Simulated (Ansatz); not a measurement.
Working through a test of scalar relativity of ClF

Program: Ansatz 0.2.0 through its Python package.

The script reads `clf.xyz`:
```text
2

F     0.81430    0.00000    0.00000
Cl   -0.81430    0.00000    0.00000
```

Notebook, run cell by cell (the value of a cell's last expression is shown):

```python
import ansatz as az
import numpy as np
```

```python
mol = az.Crystal.molecule_from_extxyz("clf.xyz")
```

```python
base = mol.calculation().functional("hf").forces()
# a set contracted for a scalar-relativistic Hamiltonian goes with the relativistic run
sets = {"none": "cc-pVTZ", "scalar": "cc-pVTZ-DK"}
found = {kind: base.basis(gaussian=basis).pseudopotentials(relativity=kind).run(threads=1).report for kind, basis in sets.items()}
for kind, each in found.items():
    dipole = 4.803205 * np.linalg.norm(each["charge_distribution"]["dipole_moment_e_ang"])
    print(f"{kind:7s} E = {each['free_energy_ev']:.4f} eV  dipole {dipole:.3f} D  largest force component {np.abs(each['forces_ev_ang']).max():.4f} eV/A")
print(f"relativity lowers the total energy by {found['none']['free_energy_ev'] - found['scalar']['free_energy_ev']:.3f} eV")
```

    none    E = -15208.4685 eV  dipole 1.213 D  largest force component 1.3305 eV/A
    scalar  E = -15249.1683 eV  dipole 1.225 D  largest force component 1.3087 eV/A
    relativity lowers the total energy by 40.700 eV

The total moves by -40.7 eV, nearly all in the cores, and the dipole from 1.21 to 1.22 D.

Caveats:
- Total energies depend on the basis set; only differences at equal settings carry meaning.
- The geometry is a force-field or estimated start, not a minimum of this method. The basis set changes with the Hamiltonian (a set recontracted for scalar relativity), and most of the change in the total lies in the cores.
- Run time: 1.2 s on 1 thread of Arm Neoverse V1, on a shared host, peak memory 0.17 GiB.
